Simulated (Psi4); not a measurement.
Process, species as SMILES: C[SiH3] (CH3-SiH3) → [CH2-][SiH3] + H+
B3LYP-D3(BJ)/def2-TZVP geometries, fixed; electronic energies without zero-point terms.

Effect of the treatment of two-electron integrals at B3LYP/cc-pV(T+d)Z with Psi4, against the last row, where the deprotonation energy is 404.00 kcal/mol. The proton leaves the site shown, which need not be the most acidic.

```tsv
setting	largest shift of a total energy (mEh)	shift of the deprotonation energy (kcal/mol)
scf_type: df	-0.015	0.005
scf_type: cd	-0.064	0.005
scf_type: pk	0.000	0.000
```

Within 0.02 kcal/mol in the deprotonation energy: scf_type: df; scf_type: cd. The largest shift is 0.064 mEh in a total energy and 0.005 kcal/mol in the difference.
